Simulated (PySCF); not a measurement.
# Two structures, one formula

The two ends of one reaction step of CH7ClSi, closed shell (PBE0-D4/def2-TZVP).

A:

```tsv
atom	x (Å)	y (Å)	z (Å)
Si1	-0.3286	-0.8734	-0.3773
Cl2	1.6855	-1.1017	-0.7634
H3	-1.0449	-1.8890	-1.1866
H4	-0.5328	-1.1544	1.0643
C5	-0.8543	0.8509	-0.8214
H6	2.0865	0.1661	2.0583
H7	1.9498	0.4043	2.7527
H8	-0.3055	1.5865	-0.2297
H9	-1.9228	0.9785	-0.6264
H10	-0.6701	1.0511	-1.8789
```

B:

```csv
atom,x (Å),y (Å),z (Å)
Si1,-0.4803,-0.5431,0.7882
Cl2,2.7488,-0.5089,-1.5527
H3,-0.9121,-1.8266,0.1760
H4,-1.1795,-0.3685,2.0880
C5,-0.7839,0.8985,-0.3574
H6,2.1891,-0.6080,-0.3997
H7,0.9799,-0.6650,1.0922
H8,-0.4580,1.8346,0.1011
H9,-1.8474,0.9858,-0.5903
H10,-0.2378,0.7688,-1.2942
```

Computed with PySCF 2.14 with density fitting (its default auxiliary sets; JK sets also for MP2 and CCSD(T)) (basis: def2-TZVPP); correlated methods freeze the cores. B3LYP uses VWN-RPA correlation.

(1) Which structure is lower at CCSD(T), and by how much? (Judge from chemistry; the value comes from the calculation.)

The T1 diagnostic stays at or below 0.009.

Answers

(1) Computed: A, by 70.8 kJ/mol (electronic energy, against the other). By their contacts, A is a complex of CH₅ClSi ([CH3][SiH2][Cl]) + H₂ and B is a complex of CH₆Si ([CH3][SiH3]) + HCl.

All methods give the same order:

| method | E(B) − E(A) (kJ/mol) |
| --- | --- |
| SPW92 | 64.0 |
| PBE-D4 | 72.6 |
| r2SCAN-D4 | 79.3 |
| PBE0-D4 | 73.6 |
| B3LYP-D4 | 73.5 |
| BHLYP-D4 | 74.8 |
| wB97M-V | 77.3 |
| HF | 73.3 |
| MP2 | 80.4 |
| CCSD | 69.2 |
| CCSD(T) | 70.8 |

Labels in which every atom is bracketed show which atoms are joined, not bond orders.

For scale, one of the runs: CCSD(T)/def2-TZVPP, 213 basis functions, launched by `OMP_NUM_THREADS=4 python run.py`. The run took 6.6 min on 4 CPU threads of an Arm Neoverse V2 (shared host), with 2.7 GiB of host memory at its peak.
